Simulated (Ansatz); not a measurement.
LaGaO3 (Pnma, No. 62), treated with PBEsol in Ansatz (PAW).

Settings: plane-wave cutoff 520 eV, 6×6×6 k mesh, Fermi–Dirac smearing 0.01 eV, scalar-relativistic PAW data made under PBE.

Cell (relaxed with PBEsol):

GaLaO₃ is modelled in the orthorhombic space group Pnma (No. 62), Pearson symbol oP20. Lattice parameters: a = 5.4959 Å, b = 7.7671 Å, c = 5.5004 Å, α = 90.00°, β = 90.00°, γ = 90.00°. La on 4c has 12 O at 2.394–3.222 Å. Ga on 4b is surrounded by 6 O at 1.978–1.984 Å (octahedral). O1 on 8d sees 2 Ga at 1.978–1.984 Å and 4 La at 2.433–3.222 Å. O2 on 4c sees 2 Ga at 1.984 Å and 1 La at 2.394 Å and 1 La at 2.569 Å and 2 La at 2.998–3.124 Å. (Neighbours: up to the widest gap in distance over summed covalent radii, below 1.35, at either atom; cation-cation and far metal-metal contacts left out.)

Problem. What does this level give for the band gap and smallest direct gap on the k points sampled?

Solution. 
- band gap: 3.68 eV
- smallest direct gap on the k points sampled: 3.80 eV

Spin–orbit coupling is not included.

Static lattice: no zero-point or thermal effects.

Ansatz is a first-principles code.
